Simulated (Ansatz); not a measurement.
Input for Ansatz (development build ahead of 0.2.0):

```yaml
crystal:
  periodic: [false, false, false]
  atoms:
    - { symbol: Cl, position_ang: [-0.00064, -0.0004, -2.19232] }
    - { symbol: Mg, position_ang: [0.00049, 0.0003, 0.00082] }
    - { symbol: Cl, position_ang: [0.00064, 0.00056, 2.19245] }
basis:
  gaussian: { orbitals: cc-pVTZ }
hamiltonian:
  xc: hf
correlation:
  method: mp2
  frozen_orbitals: { Cl: 5, Mg: 1 }
```

The input is written out in the form of the current development build from the run's settings.

Output:

```json
{
 "Converged": "yes",
 "Reference energy": "-1118.82501 hartree",
 "Correlation energy": "-0.42773 hartree",
 "Total energy": "-1119.25274 hartree",
 "Spin squared of the determinant": "0.000"
}
```
